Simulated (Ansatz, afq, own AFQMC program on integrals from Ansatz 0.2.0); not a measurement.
# AlNH, doublet in 6-31G, levels against full CI

| atom | x (Å) | y (Å) | z (Å) |
| --- | --- | --- | --- |
| Al | 0.0000 | 0.0000 | 0.1206 |
| N | 0.0000 | 0.0000 | -1.8214 |
| H | 0.0000 | 0.0000 | 1.7007 |

Connectivity, by distances: AlH–N.

Basis 6-31G. Only valence electrons are correlated. Ansatz 0.2.0 and our own AFQMC program on the same integrals; the CISD trial comes from CCSD amplitudes, and released means the phaseless constraint is let go. ± is one standard error of the sampling.

Determinant: UHF, the one that the program's search chose, which needn't be the lowest solution. The geometry is a point of a scan.

Full CI on the same integrals is exact in this basis and with this determinant's frozen core.

Cautions: strong correlation (T1 0.117, weight of the determinant 0.66, largest double 0.19); unrestricted determinant spin contaminated (⟨S²⟩ 1.69 against 0.75); the released energies are still falling, so no released level is given (meV from the phaseless value at times in 1/Eh: -12 ± 5 at 0.24, -23 ± 5 at 0.51, -26 ± 5 at 0.99, -29 ± 3 at 1.62, -46 ± 12 at 2.40).

```
T1 diagnostic                               : 0.1174
weight of the determinant in the CISD state : 0.657
⟨S²⟩ of the determinant                     : 1.686
size of the correlated space                : 9 electrons in 18 orbitals
```

Reference: full CI, correlation energy -3.907 eV. The cautions show a poor starting determinant, so the rows tell how each method copes with it here, and full CI is the sure value.

| level | E − E(reference) (mEh) | share of correlation (%) |
| --- | --- | --- |
| HF | 143.57 | 0.00 |
| MP2 | 57.60 | 59.88 |
| CCSD | 10.19 | 92.90 |
| CCSD(T) | 4.93 | 96.57 |
| CCSDT | 1.14 | 99.21 |
| CCSDT(Q) | -0.59 | 100.41 |
| CCSDTQ | 0.05 | 99.97 |
| ph-AFQMC/CISD | 1.32 ± 0.18 | 99.08 |

CCSDT and higher add their correlation energy to the determinant of the CCSD(T) run, since their own runs factorise the integrals more tightly (a shift of under 2 meV). A walk keeps the symmetry of its determinant, which the program's search chose and which needn't be the lowest solution, so a lower state of the same spin and another symmetry isn't excluded.
